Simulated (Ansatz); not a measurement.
Compare A (`OC1=CN1`) with its isomer B (`C1=NCO1`).

Isolated molecules relaxed with PBE0-D4/def2-TZVP in Ansatz; ΔE leaves out vibrations. CCSD(T)/CBS is the MP2 limit (def2-TZVPP, def2-QZVPP) plus CCSD(T) − MP2 in def2-TZVPP, frozen cores. Functionals use def2-TZVPP. B3LYP here is the variant with VWN-RPA as its local correlation; programs differ in this. One conformer a species, not always the lowest.

(1) Which is lower in electronic energy at CCSD(T)/CBS, and by how much? (An estimate is asked.)

(2) Give E(B) − E(A) in kcal/mol with MP2/def2-TZVPP, CCSD(T)/def2-TZVPP, ωB97M-V, PBE0-D4, CCSD(T)/def2-SVP, B3LYP-D4, B2PLYP. (Best estimate.)

(3) Does the order hold for the free energy at 298.15 K (harmonic terms from PBE0-D4)? (Best estimate.)

Largest T1 diagnostic: 0.015.

## Answers

(1) Computed: B, by 45.7 kcal/mol.

(2) Ansatz gave: MP2/def2-TZVPP -46.5, CCSD(T)/def2-TZVPP -47.3, ωB97M-V -45.8, PBE0-D4 -45.1, CCSD(T)/def2-SVP -49.1, B3LYP-D4 -44.4, B2PLYP -45.8. None reverses the order clearly.

(3) Computed: Yes: G(B) − G(A) = -43.3 kcal/mol, for one conformer each.

At CCSD(T), def2-SVP lies −3.4 kcal/mol from the extrapolated value and def2-TZVPP −1.6 kcal/mol. In def2-TZVPP, CCSD(T) changes the Hartree–Fock value by +3.4 kcal/mol (the triples alone add +0.4 kcal/mol) and MP2 by +4.1 kcal/mol.
